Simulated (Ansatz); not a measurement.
## How close CCSD(T) comes to the exact answer in a basis

Each species is computed at the geometry given (Å), with frozen cores, in Ansatz 0.2.0: RHF-CCSD(T) for singlets, UHF-CCSD(T) otherwise, and full CI in the same basis. The program picks the determinant by trial CCSD, so it needn't be the lowest Hartree–Fock solution. States: [BH2···H···H] A1, O2 Σg⁻ or Δg, CH2 A1, HCl Σ⁺ or Δ. Cases whose determinant has another symmetry than full CI's state, or whose (Q) step broke down, weren't drawn.

Problem. Judging by size, spin and bonding and the diagnostics given, rank them by the size of CCSD(T)'s error in total energy against full CI in the same basis, smallest first (an estimate).
A. CH2, singlet, cc-pVTZ: C 0.000 0.000 0.100; H 0.000 0.862 -0.597; H 0.000 -0.862 -0.597. T1 0.009, (T) -131 meV in a correlation energy of -4.60 eV
B. O2, triplet, 6-31G: O 0.000 0.000 0.000; O 0.000 0.000 1.246. T1 0.015, (T) -178 meV in a correlation energy of -6.73 eV
C. [BH₂···H···H], doublet, cc-pVDZ: B -0.193 0.000 0.000; H -0.789 1.034 0.000; H -0.789 -1.034 0.000; H 1.375 0.000 0.000; H 2.270 0.000 0.000. T1 0.014, (T) -54 meV in a correlation energy of -3.58 eV
D. HCl, singlet, 6-31G*: Cl 0.000 0.000 0.000; H 0.000 0.000 1.280. T1 0.004, (T) -64 meV in a correlation energy of -4.13 eV

Solution. D (11.6 meV), C (16.8 meV), A (28.2 meV), B (65.0 meV).

```
               species    basis  correlated electrons  CCSD(T) − full CI (meV)  CCSDT(Q) − full CI (meV)  unpaired electrons (full CI)     T1  ⟨S²⟩ of the determinant
          HCl, singlet   6-31G*                     8                     11.6                       0.6                          0.03  0.004                     0.00
[BH2···H···H], doublet  cc-pVDZ                     7                     16.8                       0.3                          1.03  0.014                     0.78
          CH2, singlet  cc-pVTZ                     6                     28.2                       1.0                          0.10  0.009                     0.00
           O2, triplet    6-31G                    12                     65.0                       0.8                          2.05  0.015                     2.04
```

Unpaired electrons are Σ n²(2−n)² over natural occupations; an open shell counts its own unpaired electrons too. Frozen cores follow each run's orbitals, which moves totals by a few meV.
